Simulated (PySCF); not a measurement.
# MgCl at other levels of theory

Aim: see what other levels and later steps give for MgCl.

Computed with PySCF 2.14.0. Level: each script names its method and basis.

2 further runs of the same task are left out: 2 that didn't finish.

## Step 1: Where the work starts

MgCl: 2 atoms, charge 0, spin multiplicity 2.

Bond lengths: Mg1–Cl2 2.270 Å.

## Step 2: The run that the others are compared with

File input.py:

```python
from pyscf import gto, scf
from pyscf.geomopt.geometric_solver import optimize

mol = gto.M(
    atom='Mg 0 0 0; Cl 0 0 2.27',
    basis='6-31g',
    charge=0,
    spin=1,
    verbose=4,
)
mf = scf.ROHF(mol)
mf.kernel()
mol_eq = optimize(mf, maxsteps=30)
print('optimised geometry (angstrom)')
print(mol_eq.tostring('raw'))
print('orbital energies (hartree):', mf.mo_energy[..., max(0, mol.nelec[1]-3):mol.nelec[0]+3].round(4))
```

The run is started by

```
$ OMP_NUM_THREADS=1 python input.py
```

## Step 3: CCSD

Variant 1 changes step after the SCF: optimize → ccsd; frozen orbitals: none → 6.

File input.py:

```python
from pyscf import gto, scf, cc

mol = gto.M(
    atom='Mg 0 0 0; Cl 0 0 2.27',
    basis='6-31g',
    charge=0,
    spin=1,
    verbose=4,
)
mf = scf.ROHF(mol)
mf.kernel()
mycc = cc.CCSD(mf, frozen=6)
mycc.kernel()
mf.dip_moment()
print('orbital energies (hartree):', mf.mo_energy[..., max(0, mol.nelec[1]-3):mol.nelec[0]+3].round(4))
```

## Step 4: Gradient

Variant 2 changes step after the SCF: optimize → gradient.

File input.py:

```python
from pyscf import gto, scf

mol = gto.M(
    atom='Mg 0 0 0; Cl 0 0 2.27',
    basis='6-31g',
    charge=0,
    spin=1,
    verbose=4,
)
mf = scf.ROHF(mol)
mf.kernel()
mf.nuc_grad_method().kernel()
mf.dip_moment()
print('orbital energies (hartree):', mf.mo_energy[..., max(0, mol.nelec[1]-3):mol.nelec[0]+3].round(4))
```

## Step 5: EOM-EA

Variant 3 changes step after the SCF: optimize → eomea; frozen orbitals: none → 6; number of roots: none → 5.

File input.py:

```python
from pyscf import gto, scf, cc

mol = gto.M(
    atom='Mg 0 0 0; Cl 0 0 2.27',
    basis='6-31g',
    charge=0,
    spin=1,
    verbose=4,
)
mf = scf.ROHF(mol)
mf.kernel()
mycc = cc.CCSD(mf, frozen=6)
mycc.kernel()
e = mycc.eaccsd(nroots=5)[0]
print('roots (eV) =', (e*27.211386).round(3))
mf.dip_moment()
print('orbital energies (hartree):', mf.mo_energy[..., max(0, mol.nelec[1]-3):mol.nelec[0]+3].round(4))
```

## Step 6: Hf,lyp (ROKS)

Variant 4 changes functional: none (Hartree–Fock) → hf,lyp; SCF type: ROHF → ROKS; step after the SCF: optimize → analyze.

File input.py:

```python
from pyscf import gto, dft

mol = gto.M(
    atom='Mg 0 0 0; Cl 0 0 2.27',
    basis='6-31g',
    charge=0,
    spin=1,
    verbose=4,
)
mf = dft.ROKS(mol, xc='hf,lyp')
mf.kernel()
mf.analyze()
print('orbital energies (hartree):', mf.mo_energy[..., max(0, mol.nelec[1]-3):mol.nelec[0]+3].round(4))
```

## Step 7: SCF alone

Variant 5 changes step after the SCF: optimize → none.

File input.py:

```python
from pyscf import gto, scf

mol = gto.M(
    atom='Mg 0 0 0; Cl 0 0 2.27',
    basis='6-31g',
    charge=0,
    spin=1,
    verbose=4,
)
mf = scf.ROHF(mol)
mf.kernel()
mf.dip_moment()
print('orbital energies (hartree):', mf.mo_energy[..., max(0, mol.nelec[1]-3):mol.nelec[0]+3].round(4))
```

**Question.** What will these runs give? Wanted: for each run, E(SCF); from base; SCF dipole; after the SCF.

As calculated:

| run | E(SCF) (hartree) | from base (eV) | cycles | SCF dipole (D) | after the SCF |
| --- | --- | --- | --- | --- | --- |
| base | -659.128622 | 0 | 8 | n/a | bond 2.307 Å, -0.007 eV |
| CCSD | -659.128622 | 0.0000 | 8 | 4.84 | CCSD correlation -1.583 eV, core frozen |
| gradient | -659.128622 | 0.0000 | 8 | 4.84 | n/a |
| EOM-EA | -659.128622 | 0.0000 | 8 | 4.84 | CCSD correlation -1.583 eV, core frozen, first root -1.21 eV |
| hf,lyp (ROKS) | -660.289752 | not comparable | 8 | 5.04 | n/a |
| SCF alone | -659.128622 | 0.0000 | 8 | 4.84 | n/a |

SCF columns refer to the geometry typed in the script.

Total energies of different functionals can't be compared with each other; differences within one functional can.
